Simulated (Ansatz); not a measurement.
Saddle point of SiH6SO, closed shell (SiH₄O ([OH][SiH3]) + H₂S → SiH₄S ([SiH3][SH]) + H₂O; bonds formed: Si1–S7, O2–H6; bonds broken: Si1–O2, H6–S7), PBE0-D4/def2-TZVP structure:

Si1  (-0.827, -0.148, 0.231)
O2  (0.890, 0.195, 0.823)
H3  (-1.126, -1.502, -0.285)
H4  (-1.662, 0.995, -0.207)
H5  (-1.224, -0.267, 1.685)
H6  (1.268, 0.536, -0.099)
S7  (0.542, 0.337, -1.822)
H8  (1.019, 0.724, 1.622)
H9  (1.120, -0.869, -1.948)
(Å)

Energies are electronic, without zero-point energy. Barriers and step energies count from the start structure reached by relaxing down the imaginary mode; all methods use the PBE0-D4 structures, on which another method's saddle can fall below an end. Computed with Ansatz 0.2.0 (basis: def2-TZVPP, with def2-QZVPP for the basis limit); correlated methods freeze the cores. B3LYP uses VWN-RPA correlation. Extrapolation: Hartree–Fock as exp(−7.88 √X), correlation as X^−2.97.

```tsv
method	barrier (kcal/mol)	step energy (kcal/mol)
SPW92	17.93	3.85
PBE-D4	?	3.18
BLYP-D4	30.84	6.21
r2SCAN-D4	28.73	5.42
B97M-V	32.35	6.52
PBE0-D4	?	3.90
B3LYP-D4	32.95	6.69
r2SCAN0-D4	30.48	5.56
BHLYP-D4	36.60	7.71
CAM-B3LYP-D4	34.46	8.13
wB97X-V	33.38	6.30
wB97M-V	31.71	6.12
B2PLYP	34.77	7.54
PBE-QIDH	31.48	5.39
RPA on PBE	35.95	7.60
HF	?	10.69
MP2	33.03	6.37
CCSD	37.20	7.46
CCSD(T)	34.69	6.75
```

(1) Fill in the withheld barriers. (Judge from chemistry; the value comes from the calculation.)

T1 diagnostic: at most 0.012.

Answers

(1) By the calculation: PBE-D4 25.16; PBE0-D4 28.30; HF 48.38 kcal/mol. Each is the energy of the saddle less that of the start structure, by the same method.

For comparison, the barrier by CCSD(T) at an estimated basis limit (MP2 extrapolated from triple and quadruple zeta, plus CCSD(T) − MP2 in triple zeta) is 33.54 kcal/mol.

Labels in which every atom is bracketed show which atoms are joined, not bond orders.

For scale, one of the runs: CCSD(T)/def2-TZVPP, 199 basis functions, launched by `ansatz run in.yaml --threads 2 --pin off --events-out ev --progress --plain --max-ram 4352MiB`. Time: 54 s of wall clock on 2 CPU threads of an Arm Neoverse V2; the host was shared. Peak host memory: 2.3 GiB.
